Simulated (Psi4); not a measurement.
C2H6NO (SMILES CC([NH3+])=O), charge +1, singlet, geometry from GFN2-xTB; B3LYP/3-21G (Psi4).

Input for Psi4:
```
memory 2 GB

molecule {
1 1
  O     0.41974200    1.33598813    0.18594172
  C    -0.05433820    0.28311540    0.03863750
  N     1.00959146   -0.91424379   -0.16218644
  C    -1.41945678   -0.23474152    0.00307779
  H     0.77324402   -1.74122776    0.39821567
  H    -2.11338732    0.59558687   -0.12576523
  H    -1.57243450   -0.96617115   -0.78766538
  H    -1.65640409   -0.71484187    0.95515845
  H     1.93981953   -0.56467732    0.10965851
  H     1.04685615   -1.18711072   -1.15212253
}

set basis 3-21g

energy('b3lyp')
print_variables()
```

It wrote (shortened):

```
   => Loading Basis Set <=

    Name: 3-21G
    Role: ORBITAL
    Keyword: BASIS

         ---------------------------------------------------------
                                   SCF
               by Justin Turney, Rob Parrish, Andy Simmonett
                          and Daniel G. A. Smith
                              RKS Reference
         ---------------------------------------------------------

  ==> Geometry <==

    Molecular point group: c1
    Full point group: C1

    Geometry (in Angstrom), charge = 1, multiplicity = 1:

       Center              X                  Y                   Z               Mass
    ------------   -----------------  -----------------  -----------------  -----------------
         O            0.393580031236     1.260494493632     0.176009801455    15.994914619570
         C           -0.080500168764     0.207621763632     0.028705581455    12.000000000000
         N            0.983429491236    -0.989737426368    -0.172118358545    14.003074004430
         C           -1.445618748764    -0.310235156368    -0.006854128545    12.000000000000
         H            0.747082051236    -1.816721396368     0.388283751455     1.007825032230
         H           -2.139549288764     0.520093233632    -0.135697148545     1.007825032230
         H           -1.598596468764    -1.041664786368    -0.797597298545     1.007825032230
         H           -1.682566058764    -0.790335506368     0.945226531455     1.007825032230
         H            1.913657561236    -0.640170956368     0.099726591455     1.007825032230
         H            1.020694181236    -1.262604356368    -1.162054448545     1.007825032230

  Running in c1 symmetry.

  Rotational constants: A =      0.32935  B =      0.27892  C =      0.15946 [cm^-1]
  Rotational constants: A =   9873.73644  B =   8361.93551  C =   4780.47271 [MHz]
  Nuclear repulsion =  128.028934420182225

  Charge       = 1
  Multiplicity = 1
  Electrons    = 32
  Nalpha       = 16
  Nbeta        = 16

  ==> Algorithm <==

  SCF Algorithm Type is DF.
  DIIS enabled.
  MOM disabled.
  Fractional occupation disabled.
  Guess Type is SAD.
  Energy threshold   = 1.00e-06
  Density threshold  = 1.00e-06
  Integral threshold = 1.00e-12

  ==> Primary Basis <==

  Basis Set: 3-21G
    Blend: 3-21G
    Number of shells: 32
    Number of basis functions: 48
    Number of Cartesian functions: 48
    Spherical Harmonics?: false
    Max angular momentum: 1

  ==> DFT Potential <==

   => LibXC <=

    Version 7.1.2
    S. Lehtola, C. Steigemann, M. J. T. Oliveira, and M. A. L. Marques,  SoftwareX 7, 1–5 (2018) (10.1016/j.softx.2017.11.002)

   => Composite Functional: B3LYP <=

    B3LYP Hyb-GGA Exchange-Correlation Functional

    P. J. Stephens, F. J. Devlin, C. F. Chabalowski, and M. J. Frisch,  J. Phys. Chem. 98, 11623 (1994) (10.1021/j100096a001)

    Deriv               =              1
    GGA                 =           TRUE
    Meta                =          FALSE

    Exchange Hybrid     =           TRUE
    MP2 Hybrid          =          FALSE

   => Exchange Functionals <=

    0.0800   Slater exchange
    0.7200         Becke 88

   => Exact (HF) Exchange <=

    0.2000               HF

   => Correlation Functionals <=

    0.1900   Vosko, Wilk & Nusair (VWN5_RPA)
    0.8100   Lee, Yang & Parr

   => LibXC Density Thresholds  <==

    XC_HYB_GGA_XC_B3LYP:  1.00E-15

   => Molecular Quadrature <=

    Radial Scheme          =       TREUTLER
    Pruning Scheme         =           NONE
    Nuclear Scheme         =       TREUTLER

    Blocking Scheme        =         OCTREE
    BS radius alpha        =              1
    Pruning alpha          =              1
    Radial Points          =             75
    Spherical Points       =            302
    Total Points           =         213059
    Total Blocks           =           1624
    Max Points             =            256
    Max Functions          =             47
    Weights Tolerance      =       1.00E-15

   => Loading Basis Set <=

    Name: (3-21G AUX)
    Role: JKFIT
    Keyword: DF_BASIS_SCF

  ==> Integral Setup <==

  SCF_SUBTYPE=INCORE selected. In-core MEM_DF algorithm will be used.
  Using in-core AOs.

  ==> MemDFJK: Density-Fitted J/K Matrices <==

    J tasked:                   Yes
    K tasked:                   Yes
    wK tasked:                   No
    Algorithm:                 Core
    Schwarz Cutoff:           1E-12
    Mask sparsity (%):       0.6076
    Fitting Condition:        1E-10

   => Auxiliary Basis Set <=

  Basis Set: (3-21G AUX)
    Blend: DEF2-UNIVERSAL-JKFIT
    Number of shells: 136
    Number of basis functions: 484
    Number of Cartesian functions: 484
    Spherical Harmonics?: false
    Max angular momentum: 4

  Minimum eigenvalue in the overlap matrix is 1.2980216041E-02.
  Reciprocal condition number of the overlap matrix is 3.0401245357E-03.
    Using symmetric orthogonalization.

  ==> Pre-Iterations <==

  SCF Guess: Superposition of Atomic Densities via on-the-fly atomic UHF (no occupation information).

   -------------------------
    Irrep   Nso     Nmo
   -------------------------
     A         48      48
   -------------------------
    Total      48      48
   -------------------------

  ==> Iterations <==

                           Total Energy        Delta E     RMS |[F,P]|

   @DF-RKS iter SAD:  -208.19464309390247   -2.08195e+02   0.00000e+00
   @DF-RKS iter   1:  -208.20839181154116   -1.37487e-02   1.37385e-02 DIIS/ADIIS
   @DF-RKS iter   2:  -207.99442858603658    2.13963e-01   2.07576e-02 DIIS/ADIIS
   @DF-RKS iter   3:  -208.35860674082980   -3.64178e-01   5.66891e-03 DIIS/ADIIS
   @DF-RKS iter   4:  -208.38800575432680   -2.93990e-02   1.31522e-03 DIIS/ADIIS
   @DF-RKS iter   5:  -208.38943305665637   -1.42730e-03   2.97008e-04 DIIS/ADIIS
   @DF-RKS iter   6:  -208.38952093289311   -8.78762e-05   6.30592e-05 DIIS
   @DF-RKS iter   7:  -208.38952461625593   -3.68336e-06   1.57249e-05 DIIS
   @DF-RKS iter   8:  -208.38952486998153   -2.53726e-07   1.44759e-06 DIIS
   @DF-RKS iter   9:  -208.38952487275694   -2.77541e-09   1.08133e-07 DIIS
  Energy and wave function converged.

  ==> Post-Iterations <==

   Electrons on quadrature grid:
      Ntotal   =   32.0000340569 ; deviation = 3.406e-05

    Orbital Energies [Eh]
    ---------------------

    Doubly Occupied:

       1A    -19.299937     2A    -14.587828     3A    -10.495769
       4A    -10.338932     5A     -1.352001     6A     -1.200674
       7A     -0.987194     8A     -0.812188     9A     -0.799160
      10A     -0.790921    11A     -0.717703    12A     -0.672466
      13A     -0.664277    14A     -0.609512    15A     -0.593942
      16A     -0.519201

    Virtual:

      17A     -0.239020    18A     -0.158317    19A     -0.104097
      20A     -0.087240    21A     -0.087033    22A     -0.034213
      23A     -0.009122    24A     -0.001129    25A      0.092293
      26A      0.161558    27A      0.445662    28A      0.482497
      29A      0.560855    30A      0.580513    31A      0.605406
      32A      0.630727    33A      0.718010    34A      0.728474
      35A      0.794752    36A      0.819916    37A      0.831742
      38A      0.880627    39A      0.946888    40A      0.975672
      41A      1.039382    42A      1.228598    43A      1.322631
      44A      1.327881    45A      1.439898    46A      1.752713
      47A      2.247923    48A      3.020895

    Final Occupation by Irrep:
              A
    DOCC [    16 ]
    NA   [    16 ]
    NB   [    16 ]

  @DF-RKS Final Energy:  -208.38952487275694

   => Energetics <=

    Nuclear Repulsion Energy =            128.0289344201822246
    One-Electron Energy =                -527.5690793238979950
    Two-Electron Energy =                 213.9547649906780293
    DFT Exchange-Correlation Energy =     -22.8041449597192063
    Empirical Dispersion Energy =           0.0000000000000000
    VV10 Nonlocal Energy =                  0.0000000000000000
    Total Energy =                       -208.3895248727569367

Computation Completed

Properties will be evaluated at   0.000000,   0.000000,   0.000000 [a0]

Properties computed using the SCF density matrix

 Multipole Moments:

 ------------------------------------------------------------------------------------
     Multipole            Electronic (a.u.)      Nuclear  (a.u.)        Total (a.u.)
 ------------------------------------------------------------------------------------

 L = 1.  Multiply by 2.5417464519 to convert [e a0] to [Debye]
 Dipole X            :          2.2025293           -1.6314853            0.5710440
 Dipole Y            :          2.5821389           -4.7078561           -2.1257172
 Dipole Z            :          0.3044170           -0.6193642           -0.3149472
 Magnitude           :                                                    2.2235010

 ------------------------------------------------------------------------------------

  Variable Map:
  ----------------------------------------------------------------------------
  "CURRENT ENERGY"              =>    -208.389524872757
  "CURRENT REFERENCE ENERGY"    =>    -208.389524872757
  "DD SOLVATION ENERGY"         =>       0.000000000000
  "DFT FUNCTIONAL TOTAL ENERGY" =>    -208.389524872757
  "DFT TOTAL ENERGY"            =>    -208.389524872757
  "DFT VV10 ENERGY"             =>       0.000000000000
  "DFT XC ENERGY"               =>     -22.804144959719
  "GRID ELECTRONS ALPHA"        =>      16.000017028456
  "GRID ELECTRONS BETA"         =>      16.000017028456
  "GRID ELECTRONS TOTAL"        =>      32.000034056912
  "NUCLEAR REPULSION ENERGY"    =>     128.028934420182
  "ONE-ELECTRON ENERGY"         =>    -527.569079323898
  "PCM POLARIZATION ENERGY"     =>       0.000000000000
  "PE ENERGY"                   =>       0.000000000000
  "SCF ITERATION ENERGY"        =>    -208.389524872757
  "SCF ITERATIONS"              =>       9.000000000000
  "SCF TOTAL ENERGY"            =>    -208.389524872757
  "TWO-ELECTRON ENERGY"         =>     213.954764990678
  "XC GRID RADIAL POINTS"       =>      75.000000000000
  "XC GRID SPHERICAL POINTS"    =>     302.000000000000
  "XC GRID TOTAL POINTS"        =>  213059.000000000000

  Array Variable Map:
  ----------------------------------------------------------------------------
  "CURRENT DIPOLE"              =>       0.571044024537 ... -0.314947211644 1 by 3
  "SCF DIPOLE"                  =>       0.571044024537 ... -0.314947211644 1 by 3
  "SCF TOTAL ENERGIES"          =>    -208.194643093902 ... -208.389524872757 1 by 10
```
